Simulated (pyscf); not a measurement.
Single points on ωB97X-D3(BJ)/def2-SVP structures (PySCF, gas phase). MP2 and CC: frozen core, UHF for open shells. ΔMP2 is the change of the MP2 total energy from the triple- to the quadruple-zeta basis.

Question: For F–Sn:–F [singlet] + H₂S → F–SnH(F)–SH, an insertion (singlet surface; H–S broken, S–Sn, H–Sn formed), PBE/def2-TZVP gives ΔE‡ = 37.3 kcal/mol and ΔE = +2.8 kcal/mol (zero: the separated reactants). In which direction and how far do M06-2X/def2-TZVP, ωB97M-D3(BJ)/def2-TZVP, CCSD(T)/def2-TZVPP + ΔMP2(QZVPP) move these?

Answer: M06-2X: ΔE‡ = 43.8 kcal/mol, ΔE = -4.8 kcal/mol; ωB97M-D3(BJ): ΔE‡ = 49.1 kcal/mol, ΔE = +0.7 kcal/mol; CCSD(T): ΔE‡ = 44.8 kcal/mol, ΔE = -1.7 kcal/mol. PBE's barrier lies under all of them, by 6.4 to 11.8 kcal/mol. Its reaction energy lies over all of them, by 2.1 to 7.6 kcal/mol. Low barriers are usual for a GGA, whose delocalisation error favours stretched bonds. On the reactant side the descent ends in an adduct with a S–Sn contact, 13.5 kcal/mol under the separated species and 57.8 kcal/mol under the saddle at ωB97X-D3(BJ)/def2-TZVP. What is counted as formed (S–Sn) is already present as a longer contact in the reactant adduct; forming that adduct is a step of its own. This is the saddle that the search found; another between the same sides may lie lower. The CCSD(T) − MP2 part came from Ansatz, without density fitting, on the same reference. The frozen core leaves the outer d or s,p core shells of the metals and heavy elements correlated in the MP2 and CC values, and def2-TZVPP describes them poorly, which can shift differences by a few kcal/mol. Elements past Kr carry the def2 core potentials, without spin-orbit coupling.
